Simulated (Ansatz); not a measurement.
# HAlSi, triplet in 6-31G: errors against full CI

Geometry: a PBE0/def2-TZVP stationary point for this spin, not checked as a minimum.

| atom | x (Å) | y (Å) | z (Å) |
| --- | --- | --- | --- |
| Si | 0.0000 | 0.0000 | 2.0886 |
| Al | 0.0000 | 0.0000 | -0.2449 |
| H | 0.0000 | 0.0000 | -1.8437 |

Basis 6-31G; Ansatz 0.2.0. Only valence electrons are correlated (noble-gas cores frozen), which leaves 8 electrons in 18 orbitals. R marks a restricted (for open shells ROHF) determinant, U an unrestricted one. Active spaces: valence = (8e, 9o) chosen from the atoms' valence shells.

Full CI is exact within this basis and frozen core; it isn't the basis-set limit. The frozen core follows each run's orbitals, which can shift R against U totals by a few meV.

For open shells CISD and CISDTQ are restricted-active-space CI with the open shells as a complete middle space.

- UHF ⟨S²⟩: 2.007
- T1 diagnostic (RCCSD): 0.0345
- largest doubles amplitude (RCCSD): 0.082
- T1 diagnostic (UCCSD): 0.0327

From what is known of these methods and the diagnostics, rank them by the size of their error in total energy against full CI in 6-31G, smallest first (an estimate: the text doesn't fix the numbers).
A. RCCSD
B. MRCISD (valence space)
C. RHF
D. RCCSDT(Q)
E. BCCD(T)

D (0.1 kJ/mol), B (1.9 kJ/mol), E (4.0 kJ/mol), A (10.6 kJ/mol), C (232.1 kJ/mol).

All errors are against full CI in 6-31G. Within each family the higher level lies nearer, as is usual though not guaranteed.

The full-CI state has the irrep A2 of C2v, in the program's axes (one component, if the state is degenerate).

Natural occupations of full CI about the gap: 1.964 1.956 1.916 0.977 0.977 0.070 0.044 0.044 0.018 0.009; effectively unpaired electrons, Σ n²(2−n)², 2.07.

Atomization energy (electronic, same basis, no zero-point term; atoms at the same level, unrestricted beside the R rows where the molecule is a closed shell, with restricted open-shell steps beyond CCSDT(Q)) at full CI: 365.9 kJ/mol. Errors of other levels:

```tsv
level	error (kJ/mol)
RHF	-92.9
UHF	-88.6
RMP2	-12.1
UMP2	-11.8
CISD	-19.6
RCCSD	-9.7
UCCSD	-9.7
RCCSD(T)	-3.2
UCCSD(T)	-3.2
BCCD(T)	-3.7
RCCSDT	-0.6
UCCSDT	-0.7
CISDTQ	-0.6
RCCSDT(Q)	-0.1
UCCSDT(Q)	-0.1
RCCSDTQ	0.0
UCCSDTQ	-0.1
CASSCF (valence space)	-23.3
NEVPT2 (valence space)	-2.8
MRCISD (valence space)	-1.6
MRCISD+Q (valence space)	-0.4
MRCISD+Q(relaxed) (valence space)	0.2
```

This basis is far from its limit, so the value isn't to be set against a measured one. Truncated CI isn't size-consistent, which counts against it in atomization.
